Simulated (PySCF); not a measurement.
Dipole moment and polarisability of `CC1=CCPC1`

Species: C₅H₉P.
Geometry (GFN2-xTB, Å), atoms numbered from 1 in this order:
```
atom  x, y, z in Å
C1     2.0220   -0.2663    0.0817
C2     0.5414   -0.1149   -0.0272
C3    -0.3674   -1.0240    0.2921
C4    -1.8024   -0.6612    0.0583
P5    -1.8255    1.1905   -0.1819
C6    -0.0060    1.1701   -0.5907
H7     2.2837   -1.2490    0.4654
H8     2.4319    0.4923    0.7486
H9     2.4865   -0.1343   -0.8955
H10   -0.1283   -2.0036    0.6757
H11   -2.1829   -1.1527   -0.8451
H12   -2.4571   -0.9483    0.8841
H13   -1.6130    1.4623    1.1806
H14    0.4905    2.0559   -0.1887
H15    0.1221    1.1913   -1.6793
```

Level: CAM-B3LYP/def2-SVPD (PySCF), static field, nuclei fixed, core orbitals frozen in the response. The polarisability tensor in these axes (au):

```
x   94.36  1.22 -2.06
y    1.22 82.74 -4.68
z   -2.06 -4.68 66.43
```

Question: Diagonalise the tensor; give its mean and Δα, where Δα² is half the sum of the squared differences of the eigenvalues.

Answer: Principal values 65.09, 83.72 and 94.73 au; mean 81.18 au = 12.03 Å³ = 13.38 × 10⁻⁴⁰ C²·m²/J; Δα = 25.95 au (32 % of the mean).

Question: What is the dipole moment, and where does it point?

Answer: (1.21, -0.75, 0.24) D, 1.45 D in size, pointing from the negative to the positive side. Measured along this direction, the outermost atoms are P5 at the negative end and H7 at the positive end.

Question: Molar refractivity from α?

Answer: Lorentz–Lorenz: R = (4π/3)N_A α = 2.5225 cm³/(mol·Å³) × 12.03 Å³ = 30.3 cm³/mol, in the limit of long wavelengths.

Question: What depolarisation ratio follows for Rayleigh scattering of linearly polarised light, taking the static tensor?

Answer: ρ = 3Δα²/(45ᾱ² + 4Δα²) = 2020.5/(296534 + 2694.0) = 0.00675.

Question: Along which axes do the principal values lie, and how far do the nuclei extend along each?

Answer: Largest value along (0.99, 0.14, -0.09), where the nuclei span 5.15 Å; middle along (-0.16, 0.96, -0.24), 4.00 Å; least along (0.06, 0.25, 0.97), 2.73 Å. The response follows the extents in order.

Question: Orientational against electronic polarisability at 350 K (dilute gas, rigid molecules)?

Answer: In Gaussian units μ²/3kT = 14.42 Å³ against 12.03 Å³, a ratio of 1.20; the Debye molar polarisation (4π/3)N_A(α + μ²/3kT) is 66.7 cm³/mol, leaving out the vibrational part.

Question: Form Σ f/ω² (atomic units) for the 8 lowest TDDFT singlets, given as eV and f, and set it beside the mean polarisability, which is this sum over all singlets: 6.14, 0.0025; 6.29, 0.0148; 6.60, 0.0220; 6.85, 0.0845; 6.97, 0.1059; 7.20, 0.0555; 7.40, 0.0204; 7.53, 0.1090.

Answer: They add up to 6.14 au, 7.6 % of the 81.18 au; the largest single term is 1.61 au, from the state at 6.97 eV. Terms in order: 0.05, 0.28, 0.37, 1.33, 1.61, 0.79, 0.28, 1.42 au. Higher excitations give the rest. The strengths listed sum to 0.415.

One conformer (not necessarily the lowest) at the GFN2-xTB geometry, without solvent, vibrations or thermal averaging.
